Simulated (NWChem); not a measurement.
C$_{4}$H$_{8}$ cation, doublet; SMILES of the neutral closed-shell parent C=C(C)C

```xyz
12

C     -0.6775     1.2664     0.0120
C      0.0567    -0.0002     0.0004
C     -0.6639    -1.2743    -0.0119
C      1.4799     0.0081     0.0000
H     -1.6771     1.1744     0.4618
H     -0.8592     1.5189    -1.0594
H     -0.1100     2.1065     0.4360
H     -0.8768    -1.5109     1.0573
H     -0.0794    -2.1153    -0.4094
H     -1.6523    -1.1963    -0.4892
H      2.0470    -0.9282     0.0351
H      2.0361     0.9510    -0.0353
```
Atoms are numbered in this order, from 1.

Computed with NWChem. Pople sets run with spherical d functions. Spin-unrestricted. Coordinates come from a PBE0/def2-SVP, spin-unrestricted optimisation. Not confirmed as a minimum by frequencies. The spin multiplicity was typed, not searched, and may not be the lowest. No stability test was run on the SCF state.

Q: Order these by “lowest empty minus highest occupied level, either spin (eV)”, lowest first: TPSS/6-31G*; TPSS/STO-3G; TPSS/3-21G.

A: TPSS/3-21G (1.61), TPSS/6-31G* (1.74), TPSS/STO-3G (1.85)
